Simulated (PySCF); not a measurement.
## Field gradients at the hydrogen positions

Species: C4H9P.
Z-matrix (Å and degrees, PBE0-D3(BJ)/def2-TZVP geometry), rows numbered from 1:
```
C 
C   1  1.3294
P   2  1.8069  1  127.14
C   3  1.8335  2  101.84  1    19.92
C   3  1.8416  2   99.36  1   122.66
H   1  1.0849  2  121.53  3   175.12
H   1  1.0846  2  122.11  3    -4.52
H   2  1.0896  1  118.72  3  -174.64
H   4  1.0915  3  109.96  2   -74.12
H   4  1.0918  3  108.43  2   168.57
H   4  1.0934  3  112.38  2    47.83
H   5  1.0925  3  112.34  2   -53.19
H   5  1.0917  3  109.34  2    68.09
H   5  1.0920  3  108.94  2  -174.47
```

Level: PBE0/pcSseg-2 (PySCF, non-relativistic); Q(2H) = 0.00286 b; rigid geometry, the same for H and D, with no vibrational averaging.

**Question.** Give the electric field gradient Vzz (the principal value of largest size), its asymmetry and the 2H coupling at each hydrogen.

**Answer.** 
```csv
atom,bonded to,bond length (Å),Vzz (au),η,χzz (kHz)
H6,C1,1.085,0.2974,0.05,200
H7,C1,1.085,0.2967,0.06,199
H8,C2,1.090,0.2890,0.05,194
H9,C4,1.091,0.2884,0.01,194
H10,C4,1.092,0.2886,0.01,194
H11,C4,1.093,0.2840,0.01,191
H12,C5,1.092,0.2857,0.00,192
H13,C5,1.092,0.2887,0.01,194
H14,C5,1.092,0.2881,0.01,194
```

**Question.** How does χzz go with the bond length over the 9 C–H bonds?

**Answer.** A straight-line fit has a slope of -9.1 kHz for each 0.01 Å, with a correlation coefficient of -0.97, over lengths from 1.085 to 1.093 Å. The longer bonds have the smaller couplings here.

**Question.** A static deuteron (I = 1) shows a doublet split by (3/2)χ, (3/4)χ(1 + η) and (3/4)χ(1 − η) with the field along z, y and x of the gradient. What are these for H8?

**Answer.** With |χ| = 194.2 kHz and η = 0.049: 291, 153 and 139 kHz, to first order and without motion.

Geometry: PBE0-D3(BJ)/def2-TZVP, one conformer, isolated molecule.
